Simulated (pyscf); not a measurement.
trichlorosilane (Cl–SiH(Cl)–Cl) + H atom (H•) → Cl–Si•(Cl)–Cl + hydrogen (H₂), a hydrogen abstraction (doublet surface; H–Si broken, H–H formed). PySCF, gas phase, ωB97X-D3(BJ)/def2-SVP geometries. Energies in kJ/mol from the separated reactants.

Small-basis levels: PySCF, no dispersion term, spherical d functions. Open shells are spin-unrestricted. 

### Question
Quick HF/6-31G* single points give ΔE‡ = 58.1 kJ/mol and ΔE = -17.7 kJ/mol. What does ωB97M-D3(BJ)/def2-TZVP give, and how far is the quick result from it?

### Answer
ωB97M-D3(BJ)/def2-TZVP gives ΔE‡ = 20.6 kJ/mol and ΔE = -47.3 kJ/mol. HF/6-31G* lies 37.5 kJ/mol over it in the barrier and 29.6 kJ/mol over it in the reaction energy, so on this step it does not hold to within 12.6 kJ/mol. ωB97M-D3(BJ)/def2-TZVP has limits of its own. This is the saddle that the search found; another between the same sides may lie lower. The angle at the transferred H is 180°.
